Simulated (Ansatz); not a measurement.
We consider rock-salt TiC, described by r²SCAN-D4 in Ansatz (PAW).

Numerical settings: plane-wave cutoff 560 eV, 22×22×22 k mesh, Fermi–Dirac smearing 0.05 eV, no spin polarisation, scalar-relativistic PAW data made under PBE.

Cell (relaxed at this level):

```yaml
crystal:
  lattice:
    - [0.00000, 2.15907, 2.15907]
    - [2.15907, 0.00000, 2.15907]
    - [2.15907, 2.15907, 0.00000]
  atoms:
    - { symbol: Ti, position: [0.00000, 0.00000, 0.00000] }
    - { symbol: C, position: [0.50000, 0.50000, 0.50000] }
```

### Question
Predict the bulk modulus B0 and pressure derivative B′ of the bulk modulus.

### Answer

- bulk modulus B0: 265 GPa
- pressure derivative B′ of the bulk modulus: 4.0

The run finds no gap.

Measured, for comparison: bulk modulus 240 GPa (temperature not stated, not corrected to a static lattice, our sources range from 235 to 268; as tabulated in Krasnenko and Brik (2013), arXiv:1306.3139). Computed (rounded) less measured: bulk modulus not scored (sources differ).

It cost around 60 core-seconds (rough) of CPU time.

Ansatz is a quantum-chemistry and plane-wave program.
